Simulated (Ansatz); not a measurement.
A calculation on zinc-blende AlP returned lattice constant a 5.452 Å, bulk modulus 89.1 GPa.

For reference: lattice constant a 5.451 Å (measured, static lattice: zero-point anharmonic expansion removed; as tabulated in Mejia-Rodriguez and Trickey (2018), arXiv:1807.09216).

Which level of theory produced these numbers?
A) RPBE (Ansatz (a quantum-chemistry and plane-wave program))
B) PBE0-D3(BJ) (Ansatz)
C) PBE (Ansatz)
D) PBE-D4 (Ansatz)

D, PBE-D4 (Ansatz)

The others give: PBE 5.508 Å, 82.6 GPa; RPBE 5.544 Å, 78.9 GPa; PBE0-D3(BJ) 5.419 Å, 97.7 GPa.

Unless a cell is named, each level is at its own relaxed cell (PBE 20.88, PBE-D4 20.26, PBE0-D3(BJ) 19.89, RPBE 21.29 Å³/atom).

Ansatz's density-functional and Hartree–Fock values are scalar-relativistic unless marked +SOC, with PAW data made under PBE.
